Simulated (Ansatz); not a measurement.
C3H7NO can be A, `CCC(N)=O`, or B, `CN(C)C=O`.

Calculated with Ansatz (gas phase, PBE0-D4/def2-TZVP geometries, no zero-point term in ΔE). CCSD(T)/CBS adds triple-zeta CCSD(T) − MP2 to the extrapolated MP2 energy (def2 sets, frozen cores). Functionals use def2-TZVPP. B3LYP here is the variant with VWN-RPA as its local correlation; programs differ in this. One conformer a species, not always the lowest.

Question: Which is lower in electronic energy at CCSD(T)/CBS, and by how much? (An estimate is asked.)

Answer: Ansatz gave: A, by 64.7 kJ/mol.

Question: Give E(B) − E(A) in kJ/mol with ωB97M-V, r2SCAN-D4, B3LYP, CCSD(T)/def2-TZVPP, B2PLYP, HF/def2-TZVPP, PBE0-D4. (Best estimate.)

Answer: The calculation gave: ωB97M-V 66.2, r2SCAN-D4 62.4, B3LYP 58.6, CCSD(T)/def2-TZVPP 61.9, B2PLYP 59.9, HF/def2-TZVPP 68.8, PBE0-D4 62.1. None reverses the order clearly.

Question: Does the order hold for the free energy at 298.15 K (harmonic terms from PBE0-D4)? (Best estimate.)

Answer: Ansatz gave: Yes: G(B) − G(A) = +68.8 kJ/mol, for one conformer each. Modes under 60 cm⁻¹, often nearly free rotors, make the harmonic entropy too high.

Largest T1 diagnostic: 0.014.

In def2-TZVPP, CCSD(T) changes the Hartree–Fock value by −6.9 kJ/mol (the triples alone add −2.4 kJ/mol) and MP2 by −6.2 kJ/mol. From BLYP to BHLYP (50 % exact exchange), in def2-TZVPP and without D4, E(B) − E(A) moves by +10.2 kJ/mol.
